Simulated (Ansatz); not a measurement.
**C₃H₃NO: a ladder of functionals and wavefunction methods**

Aim: compute C₃H₃NO with functionals from several rungs and with coupled cluster, and see how far each lands from CCSD(T) at the basis-set limit for the atomisation energy.

Computed with Ansatz 0.2.0, Gaussian basis. Level: functionals in def2-TZVPP, the program's frozen cores in correlated methods.

Levels to be run: LDA (SPW92), PBE-D4, revPBE-D4, BLYP-D4, r2SCAN-D4, B97M-V, PBE0-D4, B3LYP-D4, r2SCANh-D4, r2SCAN0-D4, HSE06-D4, BHLYP-D4, CAM-B3LYP-D4, LC-ωPBE, ωB97X-V, ωB97M-V, B2PLYP, PBE-QIDH; CCSD(T)/def2-SVP; CCSD(T)/def2-TZVPP; MP2/def2-QZVPP; extrapolation to the limit; RPA on PBE.

### 1 The geometry

All runs share one geometry, relaxed beforehand with PBE0-D4 in a triple-zeta def2 set.

8 atoms, charge 0, spin multiplicity 1.

Atoms are counted from 1 here; the program's logs count them from 0.

Bond lengths: C1–C2 1.329 Å, C1–H6 1.079 Å, C1–H7 1.082 Å, C2–O3 1.355 Å, C2–C4 1.433 Å, O3–H8 0.961 Å, C4–N5 1.152 Å. Angles: C2–C1–H6 120.0°, C2–C1–H7 120.4°, H6–C1–H7 119.6°, C1–C2–O3 122.4°, C1–C2–C4 121.5°, O3–C2–C4 116.1°, C2–O3–H8 110.2°, C2–C4–N5 177.2°.

### 2 LDA

This LDA is Slater exchange with PW92 correlation.

Contents of in.yaml:

```yaml
crystal:
  periodic: [false, false, false]
  atoms:
    - {symbol: C, position_ang: [0.430024, 0.325417, 1.148297]}
    - {symbol: C, position_ang: [0.000727, -0.184042, -0.002047]}
    - {symbol: O, position_ang: [-0.157703, -1.516629, -0.192790]}
    - {symbol: C, position_ang: [-0.322541, 0.654836, -1.118026]}
    - {symbol: N, position_ang: [-0.595436, 1.283059, -2.043876]}
    - {symbol: H, position_ang: [0.541884, 1.393452, 1.257378]}
    - {symbol: H, position_ang: [0.669184, -0.324601, 1.979499]}
    - {symbol: H, position_ang: [-0.474141, -1.688592, -1.084235]}
basis:
  gaussian: {orbitals: def2-TZVPP}
hamiltonian: {xc: lda}
output: {orbitals: {seedname: orbitals}}
```

On the command line:

```
> ansatz run in.yaml --threads 2 --pin off --events-out ev --progress --plain --max-ram 4352MiB
```

The runs that follow: PBE-D4 (GGA); revPBE-D4 (GGA); BLYP-D4 (GGA); r2SCAN-D4 (meta-GGA); B97M-V (meta-GGA); PBE0-D4 (hybrid); B3LYP-D4 (hybrid); r2SCANh-D4 (hybrid); r2SCAN0-D4 (hybrid); HSE06-D4 (hybrid); BHLYP-D4 (hybrid); CAM-B3LYP-D4 (range-separated); LC-ωPBE (range-separated); ωB97X-V (range-separated); ωB97M-V (range-separated); B2PLYP (double hybrid); PBE-QIDH (double hybrid); CCSD(T) in def2-SVP; CCSD(T) in def2-TZVPP; MP2 in def2-QZVPP; RPA on PBE orbitals.

Before running them: what should the planned runs give, taken together? Wanted: atomisation energy, CCSD(T)/CBS; farthest beyond LDA; mean size of error, GGA; mean size of error, meta-GGA; mean size of error, hybrid; mean size of error, range-separated; mean size of error, double hybrid; gap, smallest and largest; T1 diagnostic.

As calculated:

```
                               quantity                                       value
        atomisation energy, CCSD(T)/CBS                               3599.5 kJ/mol
 functionals within 18.0 kJ/mol (0.5 %)  B97M-V, LC-ωPBE, ωB97X-V, B2PLYP, PBE-QIDH
                    farthest beyond LDA                      PBE-D4 (+182.1 kJ/mol)
                mean size of error, GGA                                104.7 kJ/mol
           mean size of error, meta-GGA                                 15.1 kJ/mol
             mean size of error, hybrid                                 65.2 kJ/mol
    mean size of error, range-separated                                 15.5 kJ/mol
      mean size of error, double hybrid                                 12.3 kJ/mol
              gap, smallest and largest   4.13 eV (LDA (SPW92)), 11.23 eV (LC-ωPBE)
                          T1 diagnostic                                      0.0137
triples share of the correlation energy                                       4.6 %
```

**Reading.** The LDA atomisation energy is off by 652.7 kJ/mol (18 %): it overbinds. PBE-D4 is off by +182.1 kJ/mol. Double hybrids carry the basis error of their MP2 part in triple zeta, and no dispersion term here, so their miss is partly the set-up's. The rungs double hybrid, meta-GGA, range-separated miss on average by less than the doubt on the reference (18.0 kJ/mol), so they tie; GGA functionals have the largest mean beyond LDA (104.7 kJ/mol). The reference freezes the cores and leaves out relativity and excitations past (T), so misses under about 18.0 kJ/mol can't be ranked. Hartree-Fock recovers 67 % of the binding; the rest is correlation. CCSD(T) in def2-SVP is off by -178.8 kJ/mol, so the small basis spoils what the method gains. Orbital gaps span 4.1 to 11.2 eV; exact exchange widens them. The restricted reference is unstable towards a spin-broken one.
